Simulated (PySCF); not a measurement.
# B3LYP/STO-3G run of C2Si

What is the vertical singlet–triplet gap of C2Si at B3LYP/STO-3G? 

The calculation is run with PySCF 2.14.0.

5 further runs of the same task are left out: 5 set aside as unsound or not needed.

### Step 1. The structure to begin with

C2Si has 3 atoms, charge 0, and is taken as a singlet. The coordinates come from a GFN2-xTB relaxation.

Bond lengths: C1–C2 1.259 Å, C2–Si3 1.781 Å. Angles: C1–C2–Si3 180.0°.

### Step 2. The energy at B3LYP/STO-3G

Contents of job.py:

```python
from pyscf import gto, dft

mol = gto.M(
    atom='''
C     -1.111830     0.737510    -0.522770
C     -0.135170     0.089220    -0.063600
Si     1.247000    -0.826740     0.586370
''',
    spin=0,
    max_memory=1860,
    basis='sto-3g',
    verbose=4,
)

mf = dft.RKS(mol)
mf.xc = 'b3lyp'
mf.grids.level = 5
mf.conv_tol = 1e-10
mf.kernel()
if not mf.converged:
    mf = mf.newton().run(mf.mo_coeff, mf.mo_occ)

e_final = mf.e_tot
print('Final energy', e_final)
```

The run is started by

```
OMP_NUM_THREADS=1 python job.py
```

The log of the run:

```text
PySCF version 2.14.0

[INPUT] num. atoms = 3
[INPUT] num. electrons = 26
[INPUT] charge = 0
[INPUT] spin (= nelec alpha-beta = 2S) = 0
[INPUT] symmetry False subgroup None
[INPUT] Mole.unit = angstrom
[INPUT] Symbol           X                Y                Z      unit          X                Y                Z       unit  Magmom
[INPUT]  1 C     -1.111830000000   0.737510000000  -0.522770000000 AA   -2.101054197075   1.393691914128  -0.987892126139 Bohr   0.0
[INPUT]  2 C     -0.135170000000   0.089220000000  -0.063600000000 AA   -0.255434280257   0.168601364834  -0.120186581522 Bohr   0.0
[INPUT]  3 Si     1.247000000000  -0.826740000000   0.586370000000 AA    2.356488477333  -1.562312176223   1.108078707661 Bohr   0.0

nuclear repulsion = 54.7130620891418
number of shells = 11
number of NR pGTOs = 57
number of NR cGTOs = 19
basis = sto-3g
ecp = {}

******** <class 'pyscf.dft.rks.RKS'> ********
method = RKS
initial guess = minao
damping factor = 0
level_shift factor = 0
DIIS = <class 'pyscf.scf.diis.CDIIS'>
diis_start_cycle = 1
diis_space = 8
diis_damp = 0
SCF conv_tol = 1e-10
SCF conv_tol_grad = None
SCF max_cycles = 50
direct_scf = True
direct_scf_tol = 1e-13
XC library pyscf.dft.libxc version 7.0.0
    S. Lehtola, C. Steigemann, M. J.T. Oliveira, and M. A.L. Marques.,  SoftwareX 7, 1–5 (2018)
XC functionals = b3lyp
    P. J. Stephens, F. J. Devlin, C. F. Chabalowski, and M. J. Frisch.,  J. Phys. Chem. 98, 11623 (1994)
radial grids:
    Treutler-Ahlrichs [JCP 102, 346 (1995); DOI:10.1063/1.469408] (M4) radial grids

becke partition: Becke, JCP 88, 2547 (1988); DOI:10.1063/1.454033
pruning grids: <function nwchem_prune>
grids dens level: 5
symmetrized grids: False
atomic radii adjust function: <function treutler_atomic_radii_adjust>
small_rho_cutoff = 0
Set gradient conv threshold to 1e-05
Initial guess from minao.
tot grids = 129512
init E= -361.195572730874
  HOMO = -0.23077269021792  LUMO = -0.0534803837925573  gap/eV = 4.82437
cycle= 1 E= -361.036412672588  delta_E= 0.159  |g|= 0.439  |ddm|= 2.82

WARN: HOMO 0.0400799383639762 == LUMO 0.0400799683301888

cycle= 2 E= -358.17980902355  delta_E= 2.86  |g|= 1.81  |ddm|= 4.32
  HOMO = -0.11909307111445  LUMO = 0.00346082183229712  gap/eV = 3.33486
cycle= 3 E= -361.149927701296  delta_E= -2.97  |g|= 0.27  |ddm|=    4
  HOMO = -0.0995801291207391  LUMO = 0.00119547440572454  gap/eV = 2.74224
cycle= 4 E= -361.167976244627  delta_E= -0.018  |g|= 0.131  |ddm|= 0.432
  HOMO = -0.118190890419585  LUMO = 0.00332472764277039  gap/eV = 3.30661
cycle= 5 E= -361.172952565127  delta_E= -0.00498  |g|= 0.00669  |ddm|= 0.144
  HOMO = -0.118944643716273  LUMO = 0.00336615797154059  gap/eV = 3.32825
cycle= 6 E= -361.172969063182  delta_E= -1.65e-05  |g|= 0.00444  |ddm|= 0.0122
  HOMO = -0.119236340794645  LUMO = 0.00348680897060444  gap/eV = 3.33947
cycle= 7 E= -361.172978540629  delta_E= -9.48e-06  |g|= 0.0012  |ddm|= 0.00623
  HOMO = -0.119423816726853  LUMO = 0.0035392219585971  gap/eV = 3.34599
cycle= 8 E= -361.172979295758  delta_E= -7.55e-07  |g|= 0.000169  |ddm|= 0.00247
  HOMO = -0.119408727808303  LUMO = 0.0035361507026258  gap/eV = 3.34550
cycle= 9 E= -361.172979309977  delta_E= -1.42e-08  |g|= 2.5e-05  |ddm|= 0.000249
  HOMO = -0.119406197532157  LUMO = 0.00353526983081489  gap/eV = 3.34541
cycle= 10 E= -361.172979310284  delta_E= -3.07e-10  |g|= 1.65e-06  |ddm|= 3.65e-05
  HOMO = -0.119406018019592  LUMO = 0.00353523192176528  gap/eV = 3.34540
cycle= 11 E= -361.172979310286  delta_E= -2.16e-12  |g|= 1.39e-07  |ddm|= 3.22e-06
  HOMO = -0.119405988441298  LUMO = 0.00353522833997795  gap/eV = 3.34540
Extra cycle  E= -361.172979310286  delta_E= 1.14e-13  |g|= 2.1e-07  |ddm|= 6.1e-07
converged SCF energy = -361.172979310286
Final energy -361.17297931028634
```

Wall time 2.6 s (1 thread of Arm Neoverse V1, shared host); peak memory 0.19 GiB.

### Step 3. The triplet

Contents of calc.py:

```python
from pyscf import gto, dft

system = gto.Mole()
system.atom = '''
C   -1.111830   0.737510  -0.522770
C   -0.135170   0.089220  -0.063600
Si   1.247000  -0.826740   0.586370
'''
system.verbose = 3
system.spin = 2
system.basis = 'sto-3g'
system.max_memory = 1860
system.build()

mf = dft.UKS(system)
mf.xc = 'b3lyp'
mf.grids.level = 5
mf.conv_tol = 1e-10
mf.kernel()
if not mf.converged:
    mf = mf.newton().run(mf.mo_coeff, mf.mo_occ)

energy = mf.e_tot
print(f'total energy: {energy:.8f} hartree')
```

The run is started by

```
OMP_NUM_THREADS=1 python calc.py
```

The log of the run:

```text
WARN: HOMO -0.0534803837925575 >= LUMO -0.230772690217922

WARN: HOMO -0.060812410482858 >= LUMO -0.0648417698713826

WARN: HOMO -0.059782078632643 >= LUMO -0.0686787687732338

WARN: HOMO -0.0597038700145646 >= LUMO -0.0609073135125302

WARN: HOMO -0.0560133723871576 >= LUMO -0.0599146942891728

WARN: HOMO -0.0546056995383548 >= LUMO -0.0569983651610112

WARN: HOMO -0.0547355540832388 >= LUMO -0.0558199979293078

WARN: HOMO -0.0547175932108332 >= LUMO -0.0559382084071417

WARN: HOMO -0.0547672420141588 >= LUMO -0.0559898222662396

WARN: HOMO -0.0547740551722469 >= LUMO -0.0559912040390053

WARN: HOMO -0.0547728800076962 >= LUMO -0.0559903951025468

WARN: HOMO -0.0547729478230711 >= LUMO -0.0559900676414486

converged SCF energy = -361.112020224331  <S^2> = 2.0467036  2S+1 = 3.0309758
total energy: -361.11202022 hartree
```

Wall time 4.2 s (1 thread of Arm Neoverse V1, shared host); peak memory 0.2 GiB.

### Step 4. Outcome

Level: B3LYP/STO-3G.

```
                                        quantity          value
                           singlet: total energy  -361.17298 Eh
                          singlet: dipole moment         4.84 D
                            singlet: HOMO energy       -3.25 eV
                            singlet: LUMO energy        0.10 eV
                          singlet: HOMO–LUMO gap        3.35 eV
                           triplet: total energy  -361.11202 Eh
                          triplet: dipole moment         1.42 D
     triplet: HOMO energy (highest over α and β)       -1.49 eV
                                   triplet: ⟨S²⟩          2.047
vertical energy of the triplet above the singlet       1.659 eV
```

**Reading.** At this shape the triplet lies 1.66 eV (38 kcal/mol) above the singlet. In a minimal basis such a difference can be off by several eV, whatever the method. Mulliken charges (singlet) run from -0.42 on C2 to +0.53 on Si3. Mulliken charges (triplet) run from -0.33 on C2 to +0.37 on Si3; they depend strongly on the basis.
